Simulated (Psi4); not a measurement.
# A workflow on BFH2 (SMILES BF)

Aim: a structure relaxation (BP86/6-31G**), then vibrational wavenumbers, then a single-point energy (CCSD(T)/cc-pVTZ) of BFH2. 

The calculation is run with Psi4 1.11.

## Step 1: The molecule

BFH2: 4 atoms, total charge 0, spin state singlet. As SMILES, `BF`. The start is not the relaxed shape. The run starts from this shape.

Bond lengths: B1–F2 1.357 Å, B1–H3 1.209 Å, B1–H4 1.201 Å. Angles: F2–B1–H3 113.7°, F2–B1–H4 119.0°, H3–B1–H4 127.3°.

## Step 2: A structure relaxation at BP86/6-31G(d,p) (density fitting, Cartesian functions) (run 1)

Contents of input.inp:

```
memory 1600 MB

molecule molecule1 {
  0 1
  B     -0.065384     0.028015    -0.054632
  F      1.037771    -0.351737     0.639142
  H     -1.044123    -0.638853     0.186322
  H      0.016300     0.952532    -0.816117
}

set basis 6-31G**
set geom_maxiter 60

e, wfn = opt("bp86", return_wfn=True)
print_variables()
```

Launch:

```
$ psi4 input.inp input.out -n 1
```

input.out:

```text
Psi4 1.11 release

gradient() will perform analytic gradient computation.

   => Loading Basis Set <=

    Name: 6-31G**
    Role: ORBITAL
    Keyword: BASIS

         ---------------------------------------------------------
                                   SCF
                              RKS Reference
                        1 Threads,   1525 MiB Core
         ---------------------------------------------------------

  ==> Geometry <==

    Molecular point group: c1
    Full point group: C1

    Geometry (in Angstrom), charge = 0, multiplicity = 1:

[... 150 lines left out ...]
   @DF-RKS iter   8:  -125.91187236920446   -4.49774e-11   5.80034e-08 DIIS
[... 311 lines left out ...]
   @DF-RKS iter   5:  -125.91267160056756   -1.76590e-07   1.20967e-06 DIIS
[... 232 lines left out ...]
   @DF-RKS iter   3:  -125.91275729958079   -1.21312e-04   2.68767e-05 DIIS
[... 232 lines left out ...]
   @DF-RKS iter   2:  -125.91229742467905   -2.65600e-06   5.35303e-05 DIIS
[... 232 lines left out ...]
   @DF-RKS iter   1:  -125.91275836851773   -9.02180e-04   7.60551e-05 DIIS
[... 216 lines left out ...]
   @DF-RKS iter   1:  -125.91276422660523   -1.28257e-06   3.93905e-06 DIIS
[... 202 lines left out ...]
  "SCF TOTAL ENERGY"            =>    -125.912764241774
[... 5 lines left out ...]
  Array Variable Map:
  ----------------------------------------------------------------------------
  "CURRENT DIPOLE"              =>      -0.125236647091 ... -0.075400056540 1 by 3
  "CURRENT GRADIENT"            =>       0.000005497033 ... -0.000011053161 4 by 3
  "DFT TOTAL GRADIENT"          =>       0.000005497033 ... -0.000011053161 4 by 3
  "SCF DIPOLE"                  =>      -0.125236647091 ... -0.075400056540 1 by 3
  "SCF TOTAL ENERGIES"          =>    -125.912762944038 ... -125.912764241774 1 by 7
  "SCF TOTAL GRADIENT"          =>       0.000005497033 ... -0.000011053161 4 by 3

    Psi4 run time: 0:00:08.09

[set-up sections that repeat, and orbital energies of the middle runs, are left out above]
```

Standard output:

```text
Optimizer: Optimization complete!
```

Run time: 9.3 s. Hardware: 1 thread of Intel Xeon Platinum 8488C (Sapphire Rapids), shared host; peak memory 0.33 GiB.

Step by step:

| step | energy from the first frame kept (eV) | largest force (eV/Å) |
| --- | --- | --- |
| 0 | 0.0000 | 1.2343 |
| 1 | -0.0217 | 0.4471 |
| 2 | -0.0241 | 0.0574 |
| 3 | -0.0116 | 0.5617 |
| 4 | -0.0243 | 0.0182 |
| 5 | -0.0243 | 0.0015 |

After the run. Bond lengths: B1–F2 1.332 Å, B1–H3 1.206 Å, B1–H4 1.206 Å. Angles: F2–B1–H3 117.8°, F2–B1–H4 117.8°, H3–B1–H4 124.4°.

## Step 3: The harmonic vibrations at BP86/6-31G(d,p) (density fitting, Cartesian functions) (run 2)

Contents of input.inp:

```
memory 1600 mb

molecule molecule1 {
  0 1
  B     -0.064009     0.005972    -0.035387
  F      1.038597    -0.338375     0.628023
  H     -1.066652    -0.630922     0.172110
  H      0.008237     0.933509    -0.802528
  units angstrom
}

set t 298.15
set rotational_symmetry_number 2

e, wfn = frequency("bp86/6-31G**", return_wfn=True)
```

Launch:

```
$ psi4 -i input.inp -o input.out -n 1
```

input.out:

```text
Psi4 1.11 release

         ----------------------------------------------------------
                                   FINDIF
         ----------------------------------------------------------

[... 460 lines left out ...]
  @DF-RKS Final Energy:  -125.91276338092308
[... 523 lines left out ...]
    Final Occupation by Irrep:
[... 538 lines left out ...]
   @DF-RKS iter   9:  -125.91276298706944   -2.65743e-12   4.42821e-09 DIIS
[... 528 lines left out ...]
   @DF-RKS iter   8:  -125.91276299638223   -3.62093e-11   5.34868e-08 DIIS
[... 544 lines left out ...]
   @DF-RKS iter   6:  -125.91276294024674   -1.24698e-06   2.74500e-06 DIIS
[... 560 lines left out ...]
   @DF-RKS iter   3:  -125.90732029866030   -4.15972e-02   2.89109e-03 ADIIS/DIIS
[... 548 lines left out ...]
    Translational S                         36.324 [cal/(mol K)]      151.979 [J/(mol K)]       0.05788556 [mEh/K] (mol. weight = 32.0234 [u], P = 101325.00 [Pa])
[... 49 lines left out ...]
  Gibbs free energy, G = H - T * S
    Electronic contrib to G beyond E_e       0.000 [kcal/mol]        0.000 [kJ/mol]       0.00000000 [Eh]
    Translational contrib to G              -9.349 [kcal/mol]      -39.115 [kJ/mol]      -0.01489812 [Eh]
    Rotational contrib to G                 -4.090 [kcal/mol]      -17.113 [kJ/mol]      -0.00651793 [Eh]
    Vibrational contrib to G                13.939 [kcal/mol]       58.323 [kJ/mol]       0.02221388 [Eh]
  Correction G                               0.501 [kcal/mol]        2.095 [kJ/mol]       0.00079783 [Eh]
  Total G, Gibbs energy at  298.15 [K]                                                 -125.91196641 [Eh]
  *** Absolute Gibbs energy, not a free energy of formation ***

    Psi4 run time: 0:00:28.06

[set-up sections that repeat, and orbital energies of the middle runs, are left out above]
```

Run time: 29 s. Hardware: 1 thread of Intel Xeon Platinum 8488C (Sapphire Rapids), shared host; peak memory 0.32 GiB.

## Step 4: A single-point energy at CCSD(T)/cc-pVTZ (run 3)

Contents of bfh2.sdf:

```

     RDKit          3D

  4  3  0  0  0  0  0  0  0  0999 V2000
   -0.0640    0.0060   -0.0354 B   0  0  0  0  0  0  0  0  0  0  0  0
    1.0386   -0.3384    0.6280 F   0  0  0  0  0  0  0  0  0  0  0  0
   -1.0667   -0.6309    0.1721 H   0  0  0  0  0  0  0  0  0  0  0  0
    0.0082    0.9335   -0.8025 H   0  0  0  0  0  0  0  0  0  0  0  0
  2  1  1  0
  3  1  1  0
  4  1  1  0
M  END
$$$$
```

Contents of run.py:

```python
import psi4
from rdkit import Chem

psi4.set_memory(1600000000)
psi4.set_num_threads(1)
psi4.core.set_output_file('output.dat', False)

rd = Chem.SDMolSupplier('bfh2.sdf', removeHs=False, sanitize=False)[0]
xyz = rd.GetConformer().GetPositions()
atoms = '\n'.join(f'{a.GetSymbol()} {x:.4f} {y:.4f} {z:.4f}' for a, (x, y, z) in zip(rd.GetAtoms(), xyz))
mol = psi4.geometry('0 1\n' + atoms + '\nsymmetry c1')

psi4.set_options({
    'basis': 'cc-pVTZ',
    'scf_type': 'pk',
    'freeze_core': True,
})

E = psi4.energy('ccsd(t)')
print(f'total energy {E:.8f} hartree = {E * 27.211386:.5f} eV')
```

Launch:

```
$ python run.py
```

output.dat:

```text
=> Loading Basis Set <=

    Name: CC-PVTZ
    Role: ORBITAL
    Keyword: BASIS

         ---------------------------------------------------------
                                   SCF
                              RHF Reference
                        1 Threads,   1525 MiB Core
         ---------------------------------------------------------

  ==> Geometry <==

    Molecular point group: c1
    Full point group: C1

    Geometry (in Angstrom), charge = 0, multiplicity = 1:

[... 89 lines left out ...]
   @RHF iter   3:  -125.37252664376163   -7.57545e-03   1.60706e-04 DIIS/ADIIS
[... 5 lines left out ...]
   @RHF iter   9:  -125.37269593116584   -1.52767e-11   7.68748e-09 DIIS
[... 33 lines left out ...]
    Two-Electron Energy =                  74.5335919240649361
[... 100 lines left out ...]
	Frozen core energy     =   -109.72692139487957
[... 34 lines left out ...]
    R_Convergence   =     1.0e-07
[... 61 lines left out ...]
    MP2 correlation energy                    =   -0.358111619173124
[... 6 lines left out ...]
      * CCSD total energy                     = -125.744713296931337
[... 1 line left out ...]
            **************************
            *                        *
            *        CCTRIPLES       *
            *                        *
            **************************

    Wave function   =    CCSD_T
    Reference wfn   =      RHF

    Nuclear Rep. energy (wfn)                =   26.894721303623648
    SCF energy          (wfn)                = -125.372695931165836
    Reference energy    (file100)            = -125.372695931166461
    CCSD energy         (file100)            =   -0.372017365764881
    Total CCSD energy   (file100)            = -125.744713296931337

    Number of ijk index combinations:               56
    Approx. words needed per explicit thread:         2048000
    Number of threads for explicit ijk threading:    1

    MKL num_threads set to 1 for explicit threading.

    (T) energy                                =   -0.010358293727289
      * CCSD(T) total energy                  = -125.755071590658630
```

The script printed:

```text
total energy -125.75507159 hartree = -3421.96979 eV
```

Wall time 15 s (1 thread of Intel Xeon Platinum 8488C (Sapphire Rapids), shared host); peak memory 0.89 GiB.

## Step 5: Summary of results

```
                                                                      quantity             value
                                  run 1, BP86/6-31G**: total energy at the end     -125.91276 Eh
                                            run 1, BP86/6-31G**: dipole moment            0.38 D
                                              run 1, BP86/6-31G**: HOMO energy          -7.59 eV
                                              run 1, BP86/6-31G**: LUMO energy          -1.88 eV
                                            run 1, BP86/6-31G**: HOMO–LUMO gap           5.71 eV
                               run 2, BP86/6-31G**: lowest harmonic wavenumber         1019 cm⁻¹
                              run 2, BP86/6-31G**: highest harmonic wavenumber         2630 cm⁻¹
                                        run 2, BP86/6-31G**: zero-point energy       58.4 kJ/mol
run 2, BP86/6-31G**: ideal-gas entropy at 298.15 K (symmetry number 2 as used)  53.2 cal/(mol K)
                                          run 3, CCSD(T)/cc-pVTZ: total energy     -125.75507 Eh
                   run 3, CCSD(T)/cc-pVTZ: HOMO energy (Hartree–Fock orbitals)         -13.29 eV
                   run 3, CCSD(T)/cc-pVTZ: LUMO energy (Hartree–Fock orbitals)           2.32 eV
                 run 3, CCSD(T)/cc-pVTZ: HOMO–LUMO gap (Hartree–Fock orbitals)          15.60 eV
           run 3, CCSD(T)/cc-pVTZ: correlation energy (2 core orbitals frozen)        -382.4 mEh
                                        run 3, CCSD(T)/cc-pVTZ: (T) correction        -10.36 mEh
                                         run 3, CCSD(T)/cc-pVTZ: T1 diagnostic             0.013
```

**Reading.** The optimisation (run 1, BP86/6-31G**) took 6 steps and changed the energy by -0.024 eV. All 6 modes are real, so the shape is a minimum at this level. The triples (run 3, CCSD(T)/cc-pVTZ) make up 2.7 % of the correlation energy.
